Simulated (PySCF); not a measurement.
Isomers of C4H8S2.

All values: CAM-B3LYP/def2-SVPD (PySCF) at GFN2-xTB geometries, gas phase, one conformer each. Core orbitals are frozen in the response; Δα² is half the sum of the squared differences of the principal polarisabilities.

(1) Rank by polarisability anisotropy Δα, lowest first.
A. `[CH3:1][CH:2]1[S:3][CH2:4][CH2:5][S:6]1` with C1–C2–S3–C4 88°, C2–S3–C4–C5 50°, S3–C4–C5–S6 -47°, C4–C5–S6–C2 21°
B. `[CH2:1]=[CH:2][S:3][CH2:4][S:5][CH3:6]` with C1–C2–S3–C4 171°, C2–S3–C4–S5 65°, S3–C4–S5–C6 68°
C. `[CH2:1]1[CH2:2][S:3][CH2:4][S:5][CH2:6]1` with C6–C1–C2–S3 -69°, C1–C2–S3–C4 61°, C2–S3–C4–S5 -63°, S3–C4–S5–C6 63° (1,3-dithiane)

Answers

(1) A (2.72 Å³), C (3.17 Å³), B (6.23 Å³).

All values together:

```csv
SMILES,μ (D),HOMO (eV),LUMO (eV),α (Å³),Δα (Å³)
C1CSCSC1,2.33,-7.53,1.01,12.67,3.17
CC1SCCS1,1.28,-7.86,0.86,12.65,2.72
C1CCSSC1,2.82,-7.59,0.53,12.60,3.02
C=CSCSC,0.74,-7.56,0.95,13.84,6.23
```

Conformers: `[CH2:1]1[CH2:2][S:3][CH2:4][S:5][CH2:6]1` with C6–C1–C2–S3 -69°, C1–C2–S3–C4 61°, C2–S3–C4–S5 -63°, S3–C4–S5–C6 63°; `[CH3:1][CH:2]1[S:3][CH2:4][CH2:5][S:6]1` with C1–C2–S3–C4 88°, C2–S3–C4–C5 50°, S3–C4–C5–S6 -47°, C4–C5–S6–C2 21°; `[CH2:1]1[CH2:2][CH2:3][S:4][S:5][CH2:6]1` with C6–C1–C2–C3 65°, C1–C2–C3–S4 -67°, C2–C3–S4–S5 65°, C3–S4–S5–C6 -60°; `[CH2:1]=[CH:2][S:3][CH2:4][S:5][CH3:6]` with C1–C2–S3–C4 171°, C2–S3–C4–S5 65°, S3–C4–S5–C6 68°.
